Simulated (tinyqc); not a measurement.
Inside a calculation. Method: Hueckel theory of the pi electrons with the omega technique, for the molecule c1ccsc1 (SMILES; centres numbered as the heavy atoms are written). One step of it, computed by the program tinyqc.

Problem. Energy, charges, bond orders. E = sum n x; q_r = z_r - P_rr; bond order p = P_rs; free valence = sqrt(3) - sum of p over the bonds of the atom.

final x values: 1.999165  1.079642  0.565645  -0.958852  -1.685600

occupations: 2.000000  2.000000  2.000000  0.000000  0.000000

final P:
```
           1C         2C         3C         4S         5C
1C   1.076722   0.535798  -0.079555  -0.215592   0.808842
2C   0.535798   1.076722   0.808842  -0.215592  -0.079555
3C  -0.079555   0.808842   1.043232   0.405772  -0.415843
4S  -0.215592  -0.215592   0.405772   1.760090   0.405772
5C   0.808842  -0.079555  -0.415843   0.405772   1.043232
```

Centres:
```
centre  z_r, pi electrons of the neutral centre         h
1C                                            1  0.000000
2C                                            1  0.000000
3C                                            1  0.000000
4S                                            2  1.000000
5C                                            1  0.000000
```

Bonds:
```
i  j         k
1  2         1
2  3         1
3  4  0.650000
4  5  0.650000
5  1         1
```

Give: pi energy = 6 alpha + this times beta; pi charges; Bond orders and lengths from R = 1.517 - 0.180 p; free valence of the carbons; gap between the highest filled and the next level.

Solution.

pi energy = 6 alpha + this times beta = 7.2889

pi charges: 1C -0.0767, 2C -0.0767, 3C -0.0432, 4S 0.2399, 5C -0.0432

Bond orders and lengths from R = 1.517 - 0.180 p (angstrom, C-C alone):
```
bond       p       R
1-2   0.5358  1.4206
2-3   0.8088  1.3714
3-4   0.4058       -
4-5   0.4058       -
5-1   0.8088  1.3714
```

free valence of the carbons: 1C 0.3874, 2C 0.3874, 3C 0.5174, 5C 0.5174

gap between the highest filled and the next level = 1.5245 |beta|
